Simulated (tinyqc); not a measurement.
Worked calculation: extended Hueckel theory, for N2+. The parameters take no account of the charge, which enters only through the electron count. One step of it, computed by the program tinyqc.

Question. Wolfsberg-Helmholz matrix. H_ij = K' S_ij (H_ii + H_jj)/2 for i != j (the diagonal keeps H_ii), with K' = 1.75.

overlap S, order 1N 2s, 1N 2px, 1N 2py, 1N 2pz, 2N 2s, 2N 2px, 2N 2py, 2N 2pz:
```
[[1.000000, 0.000000, 0.000000, 0.000000, 0.431074, 0.000000, 0.000000, -0.429109],
 [0.000000, 1.000000, 0.000000, 0.000000, 0.000000, 0.265006, 0.000000, 0.000000],
 [0.000000, 0.000000, 1.000000, 0.000000, 0.000000, 0.000000, 0.265006, 0.000000],
 [0.000000, 0.000000, 0.000000, 1.000000, 0.429109, 0.000000, 0.000000, -0.326434],
 [0.431074, 0.000000, 0.000000, 0.429109, 1.000000, 0.000000, 0.000000, 0.000000],
 [0.000000, 0.265006, 0.000000, 0.000000, 0.000000, 1.000000, 0.000000, 0.000000],
 [0.000000, 0.000000, 0.265006, 0.000000, 0.000000, 0.000000, 1.000000, 0.000000],
 [-0.429109, 0.000000, 0.000000, -0.326434, 0.000000, 0.000000, 0.000000, 1.000000]]
```

diagonal H_ii (eV): [-26.000000, -13.400000, -13.400000, -13.400000, -26.000000, -13.400000, -13.400000, -13.400000]

K = 1.750000

Give: H.

Answer.

H (eV), order 1N 2s, 1N 2px, 1N 2py, 1N 2pz, 2N 2s, 2N 2px, 2N 2py, 2N 2pz:
```
[[-26.000, 0.000, 0.000, 0.000, -19.614, 0.000, 0.000, 14.794],
 [0.000, -13.400, 0.000, 0.000, 0.000, -6.214, 0.000, 0.000],
 [0.000, 0.000, -13.400, 0.000, 0.000, 0.000, -6.214, 0.000],
 [0.000, 0.000, 0.000, -13.400, -14.794, 0.000, 0.000, 7.655],
 [-19.614, 0.000, 0.000, -14.794, -26.000, 0.000, 0.000, 0.000],
 [0.000, -6.214, 0.000, 0.000, 0.000, -13.400, 0.000, 0.000],
 [0.000, 0.000, -6.214, 0.000, 0.000, 0.000, -13.400, 0.000],
 [14.794, 0.000, 0.000, 7.655, 0.000, 0.000, 0.000, -13.400]]
```
